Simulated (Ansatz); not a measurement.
# UB3LYP/3-21G run of SiH (SMILES [SiH])

What is the vertical doublet–quartet gap of SiH at UB3LYP/3-21G? 

Program for the calculation: Ansatz 0.2.0.

66 further runs of the same task are left out: 2 that didn't finish, 64 set aside as unsound or not needed.

## Step 1: Starting point

The species is SiH (2 atoms), meant as a doublet with charge 0. As SMILES, `[SiH]`. Geometry: relaxed at GFN2-xTB.

Bond lengths: Si1–H2 1.517 Å.

## Step 2: A single-point energy at UB3LYP/3-21G

molecule.yaml

```yaml
crystal:
  periodic: [false, false, false]
  atoms:
    - {symbol: Si, position_ang: [0.000000, 0.000000, 0.000000]}
    - {symbol: H, position_ang: [0.000000, 0.000000, 1.516560]}
basis:
  gaussian: {orbitals: 3-21G.json}
magnetization: {spin_polarized: true, initial_magnetization: 1}
hamiltonian: {xc: {name: B3LYP}}
accuracy: high
```

The basis set 3-21G is read from a file made from the Basis Set Exchange's data (not shown).

The run is started by

```sh
ansatz run molecule.yaml --threads 1 --pin off --max-ram 2610MiB --events-out events.jsonl --progress --plain --runs-dir runs
```

Log:

```text
Warning: RAYON_NUM_THREADS=1 ignored (pool sized by the plan → 1); use --threads N
Functional definition: B3LYP
  name "B3LYP"
  parameter a0 = 0.2
  parameter ax = 0.72
  parameter ac = 0.81
  exchange = (1 - a0 - ax)*slater_x + ax*b88_x + a0*exact_x
  correlation = (1 - ac)*vwn_rpa_c + ac*lyp_c
284 factors; integrals over basis functions are off by at most 2.9e-9 eV
mean field evaluation 1: about -7849.6523 eV, gradient 3.4e0 eV
mean field evaluation 2: about -7849.7340 eV, gradient 1.2e0 eV
mean field evaluation 4: about -7849.7494 eV, gradient 6.5e-2 eV
mean field evaluation 8: about -7849.7455 eV, gradient 3.9e-4 eV
mean field evaluation 16: about -7849.7455 eV, gradient 2.0e-8 eV
mean field -7849.74546705 eV, -288.4728251653 hartree, gradient 2.0e-8 eV, S^2 0.750746; 2 other end points of the search recorded, 0 dependent functions left out
reference -7849.74549205 eV, -288.4728260841 hartree; 8, 7 occupied and 7, 8 virtual orbitals, 284 factors
Total energy: -7849.74549205 eV, -288.4728260841 hartree
```

Run time: 0.86 s. Hardware: 1 thread of Arm Neoverse V2, shared host; peak memory 0.09 GiB.

## Step 3: The quartet

molecule.yaml

```yaml
crystal:
  periodic: [false, false, false]
  atoms:
    - {symbol: Si, position_ang: [0.000000, 0.000000, 0.000000]}
    - {symbol: H, position_ang: [0.000000, 0.000000, 1.516560]}
basis:
  gaussian:
    orbitals: 3-21G.json
magnetization:
  spin_polarized: true
  initial_magnetization: 3
hamiltonian:
  xc: {name: B3LYP}
accuracy: high
```

The basis set 3-21G is read from a file made from the Basis Set Exchange's data (not shown).

The run is started by

```sh
ansatz run molecule.yaml --threads 1 --pin off --max-ram 2610MiB --events-out events.jsonl --progress --plain --runs-dir runs
```

Log:

```text
Warning: RAYON_NUM_THREADS=1 ignored (pool sized by the plan → 1); use --threads N
Functional definition: B3LYP
  name "B3LYP"
  parameter a0 = 0.2
  parameter ax = 0.72
  parameter ac = 0.81
  exchange = (1 - a0 - ax)*slater_x + ax*b88_x + a0*exact_x
  correlation = (1 - ac)*vwn_rpa_c + ac*lyp_c
284 factors; integrals over basis functions are off by at most 2.9e-9 eV
mean field evaluation 1: about -7847.9115 eV, gradient 2.4e0 eV
mean field evaluation 2: about -7847.9801 eV, gradient 1.6e0 eV
mean field evaluation 4: about -7848.0021 eV, gradient 2.3e-1 eV
mean field evaluation 8: about -7848.0026 eV, gradient 4.2e-3 eV
mean field evaluation 16: about -7848.0026 eV, gradient 6.3e-8 eV
mean field -7848.00263811 eV, -288.4087773834 hartree, gradient 6.3e-8 eV, S^2 3.750797; 0 other end points of the search recorded, 0 dependent functions left out
reference -7848.00266312 eV, -288.4087783024 hartree; 9, 6 occupied and 6, 9 virtual orbitals, 284 factors
Total energy: -7848.00266312 eV, -288.4087783024 hartree
```

Run time: 0.56 s. Hardware: 1 thread of Arm Neoverse V2, shared host.

## Step 4: Summary of results

At UB3LYP/3-21G:

| quantity | value |
| --- | --- |
| doublet: total energy | -288.47283 Eh |
| doublet: ⟨S²⟩ | 0.751 |
| quartet: total energy | -288.40878 Eh |
| quartet: ⟨S²⟩ | 3.751 |
| vertical energy of the quartet above the doublet | 1.743 eV |

What this shows: At this shape the quartet lies 1.74 eV (40 kcal/mol) above the doublet.
